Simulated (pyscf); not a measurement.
`[NH2][Si]([SiH3])([SiH3])[SiH3]` + `[BH3]` → `[BH2][NH][Si]([SiH3])([SiH3])[SiH3]` + `[H][H]` (four-centre exchange; singlet surface; H–N, B–H broken, B–N, H–H formed). Structures and frequencies: ωB97X-D3(BJ)/def2-SVP in PySCF. Energies in kcal/mol from the separated reactants.

| level | barrier | reaction energy |
|---|---|---|
| ωB97X-D3(BJ)/def2-TZVP | 4.4 | -32.0 |
| PBE/def2-TZVP | -1.7 | -32.7 |
| r²SCAN/def2-TZVP | ___ | ___ |
| PBE0-D3(BJ)/def2-TZVP | ___ | -32.5 |
| M06-2X/def2-TZVP | 4.1 | -33.5 |
| HF/def2-TZVP | 28.5 | -24.3 |

Task: Complete the blanks.

Result: 
- r²SCAN/def2-TZVP, barrier: 0.4
- r²SCAN/def2-TZVP, reaction energy: -33.0
- PBE0-D3(BJ)/def2-TZVP, barrier: -1.0

On the reactant side the descent ends in an adduct with a B–N contact, 33.2 kcal/mol under the separated species and 37.6 kcal/mol under the saddle at ωB97X-D3(BJ)/def2-TZVP. At PBE, PBE0-D3(BJ) the saddle lies under the separated reactants, which points to a path from their complex (located at ωB97X-D3(BJ) alone). What is counted as formed (B–N) is already present as a longer contact in the reactant adduct; forming that adduct is a step of its own. At the saddle there is also a short B–H contact that neither side keeps. H₂N–Si(SiH₃)(SiH₃)–SiH₃ lies 12.7 kcal/mol over its isomer H₃Si–NH–SiH(SiH₃)–SiH₃ (electronic energy, ωB97M-D3(BJ)/def2-TZVP). This is the saddle that the search found; another between the same sides may lie lower.
